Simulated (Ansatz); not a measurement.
Input file:

```yaml
crystal:
  periodic: [false, false, false]
  atoms:
    - {symbol: F, position_ang: [0.000000, 0.000000, 0.000000]}
    - {symbol: As, position_ang: [0.000000, 0.000000, 1.847000]}
basis:
  gaussian: {orbitals: aug-cc-pVDZ}
magnetization: {spin_polarized: true, initial_magnetization: 0}
correlation: {method: mp2, electrons: valence}
accuracy: high
```

```sh
$ ansatz run in.yaml --threads 1 --pin off --events-out ev --progress --plain --max-ram 2393MiB
```

Task: Roughly how long does this take on 1 thread of Arm Neoverse V1, shared host, and how much host memory?

Result: 8 s wall and 0.18 GiB.

```
1047 factors; integrals over basis functions are off by at most 4.5e-9 eV
mean field evaluation 1: about -63497.6723 eV, gradient 1.9e1 eV
mean field evaluation 2: about -63497.6843 eV, gradient 1.9e1 eV
mean field evaluation 4: about -63499.1956 eV, gradient 1.1e0 eV
mean field evaluation 8: about -63499.2087 eV, gradient 1.6e-3 eV
mean field evaluation 16: about -63500.6581 eV, gradient 8.7e-1 eV
mean field evaluation 32: about -63499.2087 eV, gradient 1.9e-8 eV
mean field evaluation 64: about -63500.6748 eV, gradient 1.4e-3 eV
mean field evaluation 96: about -63481.8861 eV, gradient 3.5e1 eV
mean field evaluation 128: about -63494.1140 eV, gradient 1.3e-8 eV
mean field evaluation 160: about -63499.2087 eV, gradient 4.2e-2 eV
mean field -63500.67476695 eV, -2333.6067553823 hartree, gradient 1.4e-8 eV, S^2 1.028555; 9 other end points of the search recorded, 0 dependent functions left out
10 core orbitals not correlated: weight in the atoms' cores, before any rotation towards them, 1.000 or more for the frozen orbitals, at most 0.000 for the correlated occupied ones
reference -63500.67476695 eV, -2333.6067553823 hartree; 11, 11 occupied and 38, 38 virtual orbitals, 1047 factors
second order -8.15729957 eV of doubles, -0.00000000 eV of singles
Total energy: -63508.83206653 eV, -2333.9065306124 hartree
```
